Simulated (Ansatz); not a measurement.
The cluster C₃H₄⁻, relaxed as a doublet with UKS B3LYP-D4/def2-TZVPD in Ansatz, starting from the GFN2-xTB geometry. Force threshold 0.02 eV/Å.

The highest occupied level of the charge -1 doublet lies above zero (up to 0.85 eV). By energy differences its removal costs 1.08 eV (vertical, to the charge 0 triplet, at PBE0-D4/def2-TZVPD). The relaxation made no stability test and no search for a lower SCF solution. The structure comes from a short search, and lower isomers may exist.

Start:

```tsv
atom	x (Å)	y (Å)	z (Å)
C1	0.683	-1.158	-0.634
C2	0.148	0.982	0.417
C3	-0.223	-0.262	-0.069
H4	-0.560	1.668	0.874
H5	0.104	-2.088	-0.988
H6	-1.322	-0.469	0.057
H7	1.170	1.326	0.343
```

Question: Estimate the energy that the relaxation releases and the steps that it takes.

Answer: 0.8 kcal/mol, in 5 steps; 6 s on 4 threads of Arm Neoverse V2 on a shared host. No frequencies were taken in this run, so the end may be a saddle point.

Question: Does the start keep its bonding?

Answer: By distances, no bond broke or formed. The bond that changes most is C1–H5, from 1.15 to 1.11 Å (atoms count from 1).

Question: Predict the relaxed structure.

Answer: 
```xyz
7

C     0.667   -1.173   -0.666
C     0.147    0.994    0.420
C    -0.213   -0.259   -0.073
H    -0.579    1.666    0.871
H     0.092   -2.077   -0.959
H    -1.293   -0.480    0.049
H     1.179    1.327    0.358
```
Bond lengths: 2 × C–C 1.39 to 1.40 Å; 4 × C–H 1.09 to 1.11 Å.
